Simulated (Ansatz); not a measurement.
# BH2O: the cost of one run

Program: the Python package of Ansatz 0.2.0. Level of theory: CCSD(T)/cc-pVTZ. These are calculated values, not measurements.

## 1. The structure

Bond lengths: B1–O2 1.401 Å, B1–H3 1.227 Å, B1–H4 1.234 Å. Angles: O2–B1–H3 124.0°, O2–B1–H4 118.2°, H3–B1–H4 117.6°.

The script holds or builds the structure itself.

## 2. The script

tae_bh2o.py reads:

```python
from collections import Counter

import ansatz as az
from ase import Atoms


def single_point(molecule, charge=0, unpaired=0):
    calc = (
        molecule.calculation()
        .basis(gaussian='cc-pVTZ')
        .correlation('ccsd_t')
        .scf(lower_state_search='standard')
    )
    if charge:
        calc = calc.charge(charge)
    if unpaired:
        calc = calc.spin('collinear', total=unpaired)
    return calc.run().report['free_energy_ev']

atoms = Atoms(['B', 'O', 'H', 'H'], positions=[
    (-0.0155, -0.0355, -0.0295),
    (1.1238, -0.3479, 0.7228),
    (-1.1099, -0.5679, 0.1279),
    (0.0571, 0.891, -0.8414),
])
molecule = az.Crystal.molecule_from_ase(atoms)

unpaired = {'B': 1, 'O': 2, 'H': 1}
counts = Counter(site.symbol for site in molecule.cartesian_sites)
atom_energy = {s: single_point(az.Crystal.molecule().atom(s, (0, 0, 0)), 0, unpaired[s]) for s in counts}
whole = single_point(molecule, 0, 1)
for s, e in atom_energy.items():
    print(f'{s:2s} x{counts[s]}  {e:14.5f} eV')
print(f'BH2O: {whole:.5f} eV')
split = sum(counts[s] * e for s, e in atom_energy.items()) - whole
print(f'atomisation energy (no zero-point term): {96.485332 * split:.1f} kJ/mol, {split / sum(counts.values()):.3f} eV an atom')
```

## 3. The input behind the calls

The package turns the script's settings into the engine's input (first run):

```yaml
crystal:
  periodic: [false, false, false]
  atoms:
    - { symbol: B, position_ang: [0.0, 0.0, 0.0] }
basis:
  gaussian:
    orbitals: cc-pVTZ
magnetization:
  spin_polarized: true
  initial_magnetization: 1.0
correlation:
  method: ccsd_t
scf:
  lower_state_search: standard
```

## 4. The run

On the command line:

```sh
$ python tae_bh2o.py
```

What time and memory should one allow on 1 thread of Arm Neoverse V1, shared host?

About 12 s, with a peak of 0.54 GiB.
